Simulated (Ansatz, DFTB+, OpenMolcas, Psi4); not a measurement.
**Abstraction of H: HNC + HS → CN + H2S**

Gas-phase species: HNC (hydrogen isocyanide) `[C-]#[NH+]`, singlet; HS, doublet; CN, doublet; H2S (hydrogen sulfide) `S`, singlet. A radical takes H: the energy is the difference in strength between the N–H bond broken and the S–H bond made.

Shapes, held fixed at every level: PBE0-D4/def2-TZVP. Programs: Ansatz 0.2.0, DFTB+ 25.1, OpenMolcas 26.06, Psi4 1.11. A level may come from different programs for different species; with the same settings they agree closely. The zero-point and thermal change to 298 K, harmonic and unscaled (PBE0-D4/def2-TZVP), is -4.6 kJ/mol.

```json
{"level": "DFTB2-D4", "kind": "semi-empirical", "ΔH(298 K) (kJ/mol)": "+154.7"}
{"level": "HF/def2-TZVPP", "kind": "Hartree–Fock", "ΔH(298 K) (kJ/mol)": "+122.9"}
{"level": "r2SCAN-D4/def2-TZVPP", "kind": "meta-GGA", "ΔH(298 K) (kJ/mol)": "+86.5"}
{"level": "B3LYP/6-31G* (Cartesian functions)", "kind": "global hybrid", "ΔH(298 K) (kJ/mol)": "+97.9"}
{"level": "B3LYP-D4/def2-TZVPP", "kind": "global hybrid", "ΔH(298 K) (kJ/mol)": "+104.5"}
{"level": "BHLYP-D4/def2-TZVPP", "kind": "global hybrid", "ΔH(298 K) (kJ/mol)": "+130.1"}
{"level": "PBE0-D4/def2-TZVPP", "kind": "global hybrid", "ΔH(298 K) (kJ/mol)": "+102.0"}
{"level": "wB97X-V/def2-TZVPP", "kind": "range-separated hybrid", "ΔH(298 K) (kJ/mol)": "+113.8"}
{"level": "B2PLYP/def2-TZVPP", "kind": "double hybrid", "ΔH(298 K) (kJ/mol)": "+97.0"}
```

B2PLYP/def2-TZVPP gives ΔH(298 K) = +97.0 kJ/mol; the levels span +86.5 to +154.7. The median of the levels is +104.5. No measured value is set beside it here. Spin contamination: CN (⟨S²⟩ up to 1.11). Open shells run unrestricted.
